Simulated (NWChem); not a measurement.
# CCSD/DGauss-DZVP run of PN (phosphorus nitride)

What is the vertical ionisation energy of PN (phosphorus nitride) at CCSD/DGauss-DZVP? 

The results are computed with NWChem 7.3.0.

## 1. The molecule

PN has 2 atoms, charge 0, and is taken as a singlet. SMILES: `N#P`. The bond length is the measured one.

Bond lengths: N1–P2 1.491 Å.

## 2. A single-point energy at CCSD/DGauss-DZVP

geom.nw reads:

```
start geom
title "NP"
memory total 2200 mb
charge 0

geometry units angstrom noautosym nocenter noautoz
 N     0.000000    0.000000    0.000000
 P     0.000000    0.000000    1.490866
end

basis spherical bse
 * library DGauss-DZVP
end

scf
 thresh 1e-08
 maxiter 80
 noprint "final vectors analysis"
end

ccsd
 freeze core 6
 maxiter 60
end

task ccsd
```

Launch:

```console
$ nwchem geom.nw > geom.out
```

Output:

```text
[...]
  functions       =    32
[...]
  wavefunction    = RHF
[...]
         Total SCF energy =   -395.086498520261
      One-electron energy =   -619.289893208575
      Two-electron energy =    186.934041745146
 Nuclear repulsion energy =     37.269352943167
        Time for solution =      1.7s
[...]
 Total MP2 energy:           -395.372182737588673
[...]
             energy      energy      error      ampl     ampl      Block
                                                time     time      time
[...]
 Total CCSD energy:           -395.372442331425873
[...]
```

It took 4.5 s on 1 thread of Intel Xeon Platinum 8375C at 2.90GHz (Ice Lake), shared host; peak memory 0.1 GiB.

## 3. The doublet cation

np.nw reads:

```
start np
title "NP"
memory 2200 mb
charge 1
geometry units angstrom noautosym nocenter noautoz
  N        0.000000       0.000000       0.000000
  P        0.000000       0.000000       1.490866
end
basis spherical bse
  N library DGauss-DZVP
  P library DGauss-DZVP
end
scf
  doublet
  uhf
  thresh 1e-08
  maxiter 80
  print low
end
tce
  scf
  ccsd
  freeze core 6
  maxiter 60
end
task tce energy
```

Launch:

```console
$ nwchem np.nw > np.out
```

Output:

```text
[...]
  functions       =    32
[...]
  wavefunction    = UHF
[...]
         Total SCF energy =   -394.710783050240
      One electron energy =   -611.689657126419
      Two electron energy =    179.709521133012
 Nuclear repulsion energy =     37.269352943167
                       Sz =      0.5000
                 Sz(Sz+1) =      0.7500
                      S^2 =      1.4759
[...]
         Wavefunction type : Unrestricted Hartree-Fock
          No. of electrons :    21
[...]
         Spin multiplicity : doublet
[...]
 CCSD total energy / hartree       =      -394.950666286979128
[...]
```

It took 9.3 s on 1 thread of Intel Xeon Platinum 8375C at 2.90GHz (Ice Lake), shared host; peak memory 0.12 GiB.

## 4. Results

Level: CCSD/DGauss-DZVP, 6 core orbitals frozen.

```
                                                   quantity          value
                                   singlet PN: total energy  -395.37244 Eh
    singlet PN: correlation energy (6 core orbitals frozen)     -285.9 mEh
                               doublet cation: total energy  -394.95067 Eh
doublet cation: correlation energy (6 core orbitals frozen)     -239.9 mEh
          doublet cation: ⟨S²⟩ of the reference determinant          1.476
         vertical ionisation energy (to the doublet cation)      11.477 eV
```

**Reading.** The vertical ionisation energy comes to 11.48 eV (1107 kJ/mol). ⟨S²⟩ (doublet cation) is 1.48 where a pure doublet has 0.75: the reference is spin-contaminated.
